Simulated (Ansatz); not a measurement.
Input for Ansatz (development build ahead of 0.2.0):

```yaml
crystal:
  periodic: [false, false, false]
  atoms:
    - { symbol: P, position_ang: [0.0, 0.0, 0.0] }
    - { symbol: F, position_ang: [0.0, 0.0, 1.5105] }
basis:
  gaussian: { orbitals: def2-SVP }
magnetization:
  spin_polarized: true
  initial_magnetization: 2
hamiltonian:
  xc: hf
correlation:
  method: mp2
  frozen_orbitals: { F: 1, P: 5 }
scf:
  omitted_lower_state_checks: [starts, atomic_configurations, cluster_reference, orbital_swaps, given_window_search, neighbouring_geometries, increment]
```

The input is written out in the form of the current development build from the run's settings.

The run gave:

| Property | Result |
| --- | --- |
| Converged | yes |
| Reference energy | -439.96374 hartree |
| Correlation energy | -0.25663 hartree |
| Total energy | -440.22038 hartree |
| Spin squared of the determinant | 2.027 |
| Stability test | minimum |
| Occupied orbitals by symmetry in an Abelian subgroup (alpha; beta) | 7 A1 3 B1 3 B2; 7 A1 2 B1 2 B2 |

Messages of the program:
```
mean field -11972.02331875 eV, -439.9637420351 hartree, gradient 4.0e-6 eV, S^2 2.027352; 0 other ends of a descent, 0 dependent functions left out
```
